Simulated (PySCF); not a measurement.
## C5H12N: g tensor and hyperfine couplings

Species: C₅H₁₂N (doublet state).
Z-matrix (Å and degrees, GFN2-xTB geometry), rows numbered from 1:
```
C 
C   1  1.4861
N   2  1.3968  1  120.88
C   3  1.4401  2  118.27  1    27.75
C   3  1.4444  2  115.94  1   171.70
C   5  1.5323  3  113.98  2   -74.13
H   1  1.0915  2  111.67  3   -61.66
H   1  1.0996  2  113.03  3    59.42
H   1  1.0876  2  109.05  3   178.96
H   2  1.0786  1  117.92  3  -147.25
H   4  1.0986  3  113.14  2    63.82
H   4  1.0904  3  108.94  2  -175.48
H   4  1.0890  3  109.41  2   -57.06
H   5  1.0949  3  108.15  2   163.63
H   5  1.0933  3  107.61  2    47.01
H   6  1.0876  5  109.53  3    55.15
H   6  1.0867  5  110.15  3   175.02
H   6  1.0874  5  110.80  3   -64.80
```

The hyperfine couplings belong to this conformer and change with its torsions.

The species is `C[CH]N(C)CC` [radical].

Method: UKS B3LYP, pcH-1 on C H N, non-relativistic, mean-field spin-orbit, GIAO in PySCF 2.14.0. One conformer (not necessarily the lowest) at the GFN2-xTB geometry, without solvent, vibrations or thermal averaging. A GFN2-xTB geometry isn't a minimum of the functional, and hyperfine couplings can be far from their values at a DFT geometry. The SCF solution wasn't tested for stability.

```
g1, g2, g3                      : 2.00213, 2.00291, 2.00356
g_iso                           : 2.00287
Form of g                       : rhombic: the two nearest values differ by 46 % of g3 − g1
⟨S²⟩                            : 0.7534 (exact 0.7500)
HOMO–LUMO gap, α and β orbitals : 4.73, 6.35 eV
Total energy                    : -252.47567 Eh
Basis functions                 : 270
```

Isotropic coupling and dipolar principal values T1 to T3, in mT; ρ(0) is the spin density at the nucleus (MHz turned into mT with g_iso):

```csv
atom,isotope,a_iso,T1,T2,T3,Mulliken spin population,ρ(0) (bohr⁻³)
C1,13C,-0.63,-0.07,-0.04,0.11,-0.06,-0.0157
C2,13C,4.14,-2.33,-2.31,4.64,0.80,0.1032
N3,14N,0.46,-0.46,-0.44,0.90,0.16,0.0396
C4,13C,-0.04,-0.07,-0.03,0.09,-0.02,-0.0009
C5,13C,0.18,-0.08,-0.04,0.12,-0.01,0.0046
C6,13C,0.01,-0.10,-0.05,0.15,0.02,0.0003
H7,1H,1.84,-0.16,-0.14,0.31,0.02,0.0115
H8,1H,4.16,-0.14,-0.10,0.24,0.07,0.0261
H9,1H,0.28,-0.18,-0.13,0.32,0.00,0.0017
H10,1H,-0.81,-1.07,-0.04,1.12,-0.03,-0.0051
H11,1H,1.25,-0.12,-0.10,0.21,0.03,0.0078
H12,1H,0.10,-0.11,-0.09,0.20,0.00,0.0006
H13,1H,0.35,-0.12,-0.10,0.22,0.00,0.0022
H14,1H,0.10,-0.12,-0.09,0.22,0.00,0.0006
H15,1H,0.23,-0.14,-0.11,0.24,0.00,0.0014
H16,1H,-0.04,-0.18,-0.08,0.26,0.00,-0.0003
H17,1H,-0.06,-0.07,-0.04,0.11,0.00,-0.0004
H18,1H,-0.02,-0.07,-0.05,0.11,0.00,-0.0001
```

The largest Mulliken spin populations are on C2 (+0.80), N3 (+0.16), H8 (+0.07) and C1 (-0.06). The angles at C2 add up to 352.2°, so it is slightly pyramidal.

Under fast tumbling the dipolar parts average out, and these isotropic splittings remain: 3 × 1H (H7/H8/H9, I = 1/2, 4 lines) with 2.09 mT, 1 × 1H (H10, I = 1/2, 2 lines) with 0.81 mT, 3 × 1H (H11/H12/H13, I = 1/2, 4 lines) with 0.57 mT, 1 × 14N (N3, I = 1, 3 lines) with 0.46 mT, 2 × 1H (H14/H15, I = 1/2, 3 lines) with 0.16 mT and 3 × 1H (H16/H17/H18, I = 1/2, 4 lines) with 0.04 mT.

Means are taken over nuclei equivalent by connectivity, which assumes that they swap fast. The three 1H nuclei of mean +58.6 MHz run from 7.7 to 116.6 MHz in the frozen geometry. The three 1H nuclei of mean +15.9 MHz run from 2.7 to 35.0 MHz in the frozen geometry.

The 13C coupling of C2 (116.0 MHz) shows only in satellite lines or after enrichment, since that isotope makes up about 1.07 % of natural carbon.
